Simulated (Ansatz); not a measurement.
A calculation with Ansatz (development build ahead of 0.2.0).

```yaml
crystal:
  periodic: [false, false, false]
  atoms:
    - { symbol: O, position_ang: [-0.00105, -0.00849, -1.16449] }
    - { symbol: C, position_ang: [0.00304, 0.00564, 0.00768] }
    - { symbol: O, position_ang: [-0.00687, 0.00054, 1.15206] }
basis:
  gaussian: { orbitals: cc-pVTZ }
hamiltonian:
  xc: hf
correlation:
  method: mp2
  frozen_orbitals: { C: 1, O: 1 }
```

The input is written out in the form of the current development build from the run's settings.

Results

```yaml
Converged: yes
Reference_energy: -187.70693 hartree
Correlation_energy: -0.60019 hartree
Total_energy: -188.30712 hartree
Spin_squared_of_the_determinant: 0.000
```
